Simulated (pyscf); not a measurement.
F–CH•–F + H₂ -> F–CH₂–F + H• (hydrogen abstraction; doublet surface; H–H broken, C–H formed). Optimised with ωB97X-D3(BJ)/def2-SVP in PySCF. Energies in kcal/mol from the separated reactants.

```csv
level,barrier,reaction energy
ωB97X-D3(BJ)/def2-TZVP,___,+1.1
r²SCAN/def2-TZVP,9.5,+5.1
PBE0-D3(BJ)/def2-TZVP,9.3,+0.7
M06-2X/def2-TZVP,14.5,+0.9
ωB97M-D3(BJ)/def2-TZVP,___,___
HF/def2-TZVP,23.1,-0.9
```

Question: What belongs in the gaps?

Answer: 
- ωB97X-D3(BJ)/def2-TZVP, barrier: 12.5
- ωB97M-D3(BJ)/def2-TZVP, barrier: 12.2
- ωB97M-D3(BJ)/def2-TZVP, reaction energy: +0.7

The functionals in the table span 5.2 kcal/mol in this barrier, from PBE0-D3(BJ) to M06-2X. One saddle was located; it need not be the lowest between these sides. The angle at the transferred H is 176°.
